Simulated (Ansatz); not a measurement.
A nudged elastic band was laid between two geometries of CH5SSi (8 atoms, charge 0, multiplicity 2).

Computed with Ansatz 0.2.0, UKS PBE-D4/def2-SVP.

```json
{
 "movable images": "7",
 "climbing image": "yes",
 "spring": "5.0 eV/Å²",
 "optimiser": "quadratic models (default)",
 "start path": "through a guess of the saddle point",
 "force threshold": "0.03 eV/Å",
 "iteration limit": "60",
 "end points": "relaxed"
}
```

First end point:

```xyz
8
Properties=species:S:1:pos:R:3
C -0.590 0.800 -0.476
Si 1.016 -0.130 -0.066
S 0.675 -1.917 1.116
H -0.352 1.736 -1.023
H -1.131 1.061 0.458
H -1.259 0.189 -1.114
H 1.898 0.702 0.837
H -0.165 -2.498 0.212
```

Last end point:

```xyz
8
Properties=species:S:1:pos:R:3
C -0.574 0.828 -0.438
Si 1.013 -0.017 0.177
S 0.670 -2.059 0.826
H -0.978 0.320 -1.337
H -0.361 1.883 -0.705
H -1.350 0.810 0.355
H 1.522 0.650 1.433
H 0.150 -2.471 -0.366
```

(1) Which bonds break or form, and what moves?

(2) Give the energies along the band, and the barrier.

(3) What is the geometry of the highest image?

(4) What are the harmonic wavenumbers there?

## Answers

(1) No bond is made or broken. The dihedral H6–C1–Si2–S3 goes from -64 to 57°. The two ends are copies of one structure, up to a mirror image or an exchange of like atoms.

(2) The run converged. The highest image is number 4 of 0 to 8, 0.052 eV above the ends, which have the same energy within 2 meV. A vibrational analysis at the climbing image gives one clearly imaginary mode, 143i cm⁻¹: a first-order saddle point.

```csv
image,path coordinate (Å),energy (eV),dihedral H6–C1–Si2–S3 (°)
0,0.00,0.000,-64
1,0.41,0.007,-49
2,0.82,0.026,-34
3,1.23,0.045,-18
4,1.64,0.052,-3
5,2.04,0.044,13
6,2.45,0.026,28
7,2.86,0.007,43
8,3.27,0.000,57
```

(3) 
```xyz
8
Properties=species:S:1:pos:R:3
C -0.585 0.828 -0.450
Si 1.025 -0.043 0.096
S 0.690 -2.032 0.897
H -0.542 1.133 -1.514
H -0.744 1.736 0.167
H -1.455 0.154 -0.313
H 1.668 0.664 1.266
H 0.036 -2.496 -0.206
```

(4) 143i, 175, 247, 473, 510, 605, 658, 746, 791, 824, 1191, 1372, 1381, 2122, 2609, 2976, 3079, 3087 cm⁻¹.

Time of the run: 63 s on 2 threads of Arm Neoverse V2, with other jobs on the host, peak memory 0.17 GiB.
